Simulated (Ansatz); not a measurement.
`[SiH]O[SiH3]` + HCl → `[SiH]Cl` + silanol at 400 K and 1 bar (ligand exchange at the Si–O bond).

Program: Ansatz. Geometries: PBE0-D4/def2-TZVP. ΔE: electronic, gas phase. CCSD(T)/CBS adds triple-zeta CCSD(T) − MP2 to the extrapolated MP2 energy (def2 sets, frozen cores). This one scheme is used for every species.

| species | CCSD(T)/CBS energy (Eh) | H − E (kJ/mol) | S (J/(mol·K)) |
| --- | --- | --- | --- |
| `[SiH]O[SiH3]` | -655.75389 | 120.5 | 331.1 |
| HCl | -460.38127 | 29.6 | 195.4 |
| `[SiH]Cl` | -749.43948 | 35.1 | 263.9 |
| `O[SiH3]` | -366.69042 | 120.0 | 276.4 |

H − E and S are ideal-gas, rigid-rotor, harmonic terms from PBE0-D4/def2-TZVP. 1 Eh = 2625.50 kJ/mol, R = 8.31446 J/(mol·K).

Problem. By hand: ΔE, ΔH, ΔS and ΔG.

Solution. ΔE = (-749.43948) + (-366.69042) − (-655.75389) − (-460.38127) = 0.00526 Eh = 13.8 kJ/mol. Δ(H − E) = 35.1 + 120.0 − 120.5 − 29.6 = 5.0, so ΔH = 18.8 kJ/mol. ΔS = 263.9 + 276.4 − 331.1 − 195.4 = 13.8 J/(mol·K). ΔG = 18.8 − 400 × (13.8)/1000 = 13.3 kJ/mol.

Problem. By hand: the equilibrium constant, and the temperature at which ΔG would vanish if ΔH and ΔS stayed fixed.

Solution. log₁₀ K = −ΔG/(RT ln 10) = -1.7. ΔG = 0 at ΔH/ΔS = 1362 K, though so small a ΔS makes that figure unsure.

The number of gas molecules stays the same, so ΔS is small and ΔH decides. A doubt of 5 kJ/mol in ΔE shifts log₁₀ K by 0.7 here. These are equilibria of isolated gas molecules and say nothing of rates. Largest T1 diagnostic: 0.014 (customary marks: 0.02 for closed shells, 0.045 for open ones).
